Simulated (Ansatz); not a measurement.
The input, for Ansatz 0.2.0:

```yaml
crystal:
  periodic: [false, false, false]
  atoms:
    - {symbol: Al, position_ang: [0.000000, -0.081048, 0.000000]}
    - {symbol: H, position_ang: [0.000000, 1.084792, -1.232881]}
    - {symbol: H, position_ang: [0.000000, 1.084792, 1.232880]}
basis:
  gaussian: {orbitals: "6-31++G**"}
total_charge: -1
correlation: {method: fci, electrons: outside_noble_gas}
```

```sh
$ ansatz run in.yaml --threads 1 --pin off --events-out ev --progress --plain --max-ram 2393MiB
```

Output:

```
546 factors; integrals over basis functions are off by at most 2.4e-7 eV
mean field evaluation 1: about -6612.2226 eV, gradient 7.6e0 eV
mean field evaluation 2: about -6612.2246 eV, gradient 7.6e0 eV
mean field evaluation 4: about -6612.7222 eV, gradient 6.9e-1 eV
mean field evaluation 8: about -6612.7320 eV, gradient 2.1e-3 eV
mean field -6612.73202169 eV, -243.0134195264 hartree, gradient 6.9e-6 eV, S^2 0.000000; 0 other end points of the search recorded, 0 dependent functions left out; unrestricted orbitals would lower it
5 core orbitals not correlated: weight in the atoms' cores, before any rotation towards them, 1.000 or more for the frozen orbitals, at most 0.000 for the correlated occupied ones
reference -6612.73202169 eV, -243.0134195264 hartree; 3, 3 occupied and 27, 27 virtual orbitals, 546 factors
state -6615.32155391 eV, -243.1085830800 hartree
Total energy: -6615.32155391 eV, -243.1085830800 hartree
```

Natural occupations: 1.9626 1.9530 1.8883 0.0583 0.0394 0.0263 0.0209 0.0126 0.0102 0.0058 0.0057 0.0036 0.0035 0.0023 0.0015 0.0010 0.0009 0.0008 0.0006 0.0006 0.0005 0.0005 0.0004 0.0003.

Ran on 1 thread of Intel Xeon 6975P-C, shared host: 11 s wall, 0.45 GiB peak host memory.
